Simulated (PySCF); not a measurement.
A GIAO shielding run with PySCF 2.14.0 with density-fitted response routines (density fitting, non-relativistic, gas phase) on `C(Cl)C1COC1`, C4H7ClO:

```
$ OMP_NUM_THREADS=1 python probes_run.py task.json out

{"job": {"kind": "nmr", "xc": "PBE0", "basis": "pcSseg-1"}, "charge": 0, "multiplicity": 1}
Cl     0.167695    -2.525136    -1.140976
C     -0.719192    -1.244674    -0.267323
C     -0.038842     0.090529    -0.477705
C     -0.545139     1.235448     0.413922
O      0.720907     1.342682     1.062398
C      1.287490     0.297869     0.267368
H     -1.736629    -1.235688    -0.659908
H     -0.727635    -1.525676     0.786203
H      0.003272     0.330079    -1.540366
H     -1.342328     0.968654     1.114345
H     -0.812195     2.156407    -0.110786
H      2.120097     0.656461    -0.342816
H      1.618111    -0.546468     0.877915
```

Hardware: 1 thread of an Intel Xeon Platinum 8488C, shared host. The job also computes population analyses, field gradients, ring-centre shieldings.

Problem. How large is the calculation?

Solution. 56 electrons, 144 basis functions and 768 auxiliary functions.

Problem. How long does it take, and how much memory does it need?

Solution. 13 s of wall time, with 12 SCF cycles and 5 response iterations; peak memory 0.7 GiB. Times on a shared host scatter by some tens of per cent.
